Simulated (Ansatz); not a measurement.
A nudged elastic band was laid between two geometries of C4H9N (14 atoms, charge 0, multiplicity 1).

Method: Ansatz 0.2.0, RKS PBE0/def2-SVP.

```
movable images  : 5
climbing image  : yes
spring          : 5.0 eV/Å²
optimiser       : quadratic models (default)
start path      : through a guess of the saddle point
force threshold : 0.05 eV/Å
iteration limit : 60
end points      : relaxed
```

First end point:

```xyz
14
Properties=species:S:1:pos:R:3
C -1.640 -0.620 1.031
C -0.178 -0.575 0.717
C 0.383 0.129 -0.288
C 1.861 0.129 -0.536
N -0.343 0.857 -1.223
H -1.813 -0.757 2.109
H -2.163 -1.449 0.519
H -2.161 0.310 0.744
H 0.490 -1.186 1.331
H 2.271 1.153 -0.481
H 2.389 -0.487 0.203
H 2.088 -0.256 -1.544
H -1.313 1.031 -0.985
H 0.116 1.692 -1.570
```

Last end point:

```xyz
14
Properties=species:S:1:pos:R:3
C -1.648 -0.661 0.991
C -0.194 -0.659 0.638
C 0.397 0.199 -0.218
C 1.863 0.140 -0.525
N -0.264 1.251 -0.841
H -1.880 -0.027 1.867
H -1.997 -1.676 1.234
H -2.282 -0.299 0.162
H 0.449 -1.391 1.134
H 2.359 1.085 -0.247
H 2.350 -0.683 0.012
H 2.036 -0.009 -1.605
H -1.276 1.215 -0.806
H 0.074 1.486 -1.767
```

(1) Which bonds break or form, and what moves?

(2) Give the energies along the band, and the barrier.

(3) What is the geometry of the highest image?

The band took 7 iterations and of the order of 3 core-minutes.

Answers

(1) No bond is made or broken. The height of N5 over the plane of its neighbours goes from 0.27 to -0.27 Å. The two ends are copies of one structure, up to a mirror image or an exchange of like atoms. The height can change sign by an inversion or by a turn that exchanges like atoms.

(2) The forces met the threshold. The highest image is number 3 of 0 to 6, 1.2 kcal/mol above the ends, which have the same energy within 2 meV. A vibrational analysis at the climbing image gives 2 clearly imaginary modes (421i, 93i cm⁻¹): a point of higher order, so a lower path passes nearby.

```tsv
image	path coordinate (Å)	energy (kcal/mol)	height of N5 over the plane of its neighbours (Å)
0	0.00	0.0	0.27
1	0.37	0.1	0.28
2	0.74	0.2	0.28
3	1.11	1.2	0.02
4	1.41	0.2	-0.25
5	1.71	0.0	-0.27
6	2.02	0.0	-0.27
```

(3) 
```xyz
14
Properties=species:S:1:pos:R:3:forces:R:3
C -1.647 -0.671 1.028 0.00 0.00 -0.01
C -0.195 -0.623 0.675 0.00 0.00 -0.01
C 0.376 0.172 -0.257 0.01 0.01 0.03
C 1.850 0.129 -0.532 0.00 -0.01 -0.01
N -0.305 1.080 -1.035 -0.04 0.01 -0.04
H -1.838 -0.337 2.063 0.00 0.00 0.00
H -2.050 -1.696 0.953 0.00 0.00 0.00
H -2.271 -0.043 0.372 0.00 0.00 0.00
H 0.472 -1.294 1.223 0.00 0.00 0.00
H 2.315 1.114 -0.354 -0.01 0.00 0.00
H 2.351 -0.609 0.107 0.00 0.00 0.00
H 2.044 -0.137 -1.585 0.00 0.00 0.00
H -1.293 1.236 -0.921 0.01 -0.01 0.02
H 0.181 1.648 -1.709 0.02 0.00 0.01
```

The run took 96 s on 2 threads of Intel(R) Xeon(R) Platinum 8488C (Sapphire Rapids), with other jobs on the host, peak memory 0.29 GiB.
